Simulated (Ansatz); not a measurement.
Reaction (SMILES): Cl[Si](Br)(Br)Br [tribromo(chloro)silane] + 4 [H][H] (H2) -> 3 Br (HBr) + Cl (HCl) + [SiH4] (SiH4)

Wanted: energy of full hydrogenation (enthalpy at 298 K), in kcal/mol. Terms: six Cartesian d functions in 6-31G* and its kin unless marked 5d; dispersion terms only where a functional's name holds one; LANL2DZ with its own core potentials from Na on; spin-orbit terms left out; non-relativistic. Ab initio and DFT rows: single points at B3LYP-D3(BJ) geometries (Ansatz, a first-principles code), with unscaled harmonic terms from B3LYP/6-31G* (LANL2DZ past Ar) (Ansatz) at its own minima.

| level | program | energy of full hydrogenation (enthalpy at 298 K) (kcal/mol) |
|---|---|---|
| PBE/STO-3G | Ansatz | 86.7 |
| PBE/3-21G | Ansatz | 58.3 |
| PBE/LANL2DZ | Ansatz | 31.2 |
| PBE/6-31G* | Ansatz | 70.2 |
| PBE/def2-SVP | Ansatz | 58.9 |
| PBE/6-31G* with LANL2DZ past Ar | Ansatz | 79.1 |
| PBE/def2-TZVPD | Ansatz | 65.6 |

No value to compare with is used here. The 6 habitual levels span 31.2 (PBE/LANL2DZ) to 86.7 kcal/mol (PBE/STO-3G); PBE/def2-TZVPD gives 65.6.

The sets are all those run for this method; left out are runs that failed, that the program found above a lower state of the same kind, or whose <S^2> lies over 0.5 above the pure value.
